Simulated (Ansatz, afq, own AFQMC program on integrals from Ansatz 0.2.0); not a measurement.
**H2 + NH, triplet in cc-pVTZ along one coordinate**

```csv
atom,x (Å),y (Å),z (Å)
H,-1.8409,0.0594,0.0000
H,-1.0959,0.0594,0.0000
N,0.1791,0.0594,0.0000
H,0.4482,-0.9448,0.0000
```

A hydrogen atom is moved from one rigid fragment to the other; the H1–H2 distance tells how far. The two fragments are held close together, so this isn't a minimum-energy path and the start is a compressed complex. Energies in kJ/mol count from this geometry (0.745 Å) at the same level; the start stands on UHF, each point on the determinant named.

Basis cc-pVTZ. Noble-gas cores (and the filled d shells of Ga–Kr and In–Xe) are frozen. Ansatz 0.2.0 and our own AFQMC program on the same integrals; the CISD trial comes from CCSD amplitudes, and released means the phaseless constraint is let go. Uncertainties: one standard error, sampling alone.

Cautions, each for one point or more: lower spins were not checked.

| r(H1–H2) / Å | det. | T1 | weight | ⟨S²⟩ | CCSD(T) | ph-AFQMC/CISD | released AFQMC | CCSDT(Q) | wB97M-V | PBE0 |
| --- | --- | --- | --- | --- | --- | --- | --- | --- | --- | --- |
| 0.812 | UHF | 0.018 | 0.92 | 2.04 | -1.6 | -1.0 ± 0.3 | -1.2 ± 0.3 | -1.6 | -2.7 | -5.6 |
| 0.846 | UHF | 0.017 | 0.92 | 2.04 | -1.4 | -1.1 ± 0.3 | – | -1.5 | -2.7 | -6.6 |
| 0.879 | UHF | 0.016 | 0.93 | 2.04 | -1.1 | -0.4 ± 0.5 | -0.4 ± 0.3 | -1.1 | -2.1 | -7.0 |
| 0.913 | UHF | 0.016 | 0.93 | 2.04 | -0.5 | 0.5 ± 0.4 | 0.2 ± 0.4 | -0.5 | -1.0 | -6.5 |
| 0.980 | UHF | 0.016 | 0.93 | 2.03 | 2.9 | 2.8 ± 0.3 | 3.3 ± 0.3 | 3.0 | 4.3 | -1.9 |

Weight is that of the determinant in the CISD state; at the start T1 is 0.018 and the weight 0.93, and ⟨S²⟩ is 2.03. A dash marks a missing value, a released energy that hasn't settled or a functional that sits on another state. Largest departures from CCSDT(Q), at the points where its series has closed: CCSD(T) -0.1 kJ/mol at 0.980 (on UHF), ph-AFQMC/CISD 1.0 kJ/mol at 0.913 (on UHF), released AFQMC 0.7 kJ/mol at 0.913 (on UHF) (within the noise), wB97M-V 1.3 kJ/mol at 0.980, PBE0 -6.0 kJ/mol at 0.913. Functionals count only at points shown to share the start's state and spin.

Some points may be missing: those where a free walk finds a much lower state, and past Zn most of those on another determinant than at the start.

CCSDT and higher add their correlation energy to the determinant of the CCSD(T) run, since their own runs factorise the integrals more tightly (a shift of under 2 meV). A walk keeps the symmetry of its determinant, which the program's search chose and which needn't be the lowest solution, so a lower state of the same spin and another symmetry isn't excluded. Released energies are given only where the last usable release times agree within the noise; a slower fall can still hide under it.
